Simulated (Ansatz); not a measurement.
Input for Ansatz (development build ahead of 0.2.0):

```yaml
crystal:
  periodic: [false, false, false]
  atoms:
    - { symbol: O, position_ang: [0.0, 1.10381, -0.22854] }
    - { symbol: O, position_ang: [0.0, 0.0, 0.45708] }
    - { symbol: O, position_ang: [0.0, -1.26938, -0.33139] }
basis:
  gaussian: { orbitals: pcseg-2 }
magnetization:
  spin_polarized: true
hamiltonian:
  xc: { name: wB97X }
```

The input is written out in the form of the current development build from the run's settings.

Output:

| Item | Value |
| --- | --- |
| Converged | yes |
| Total energy | -225.42380 hartree |
| Spin squared of the determinant | 0.827 |
| Stability test | minimum |

Caution: the unrestricted determinant is a mixture of spin states.
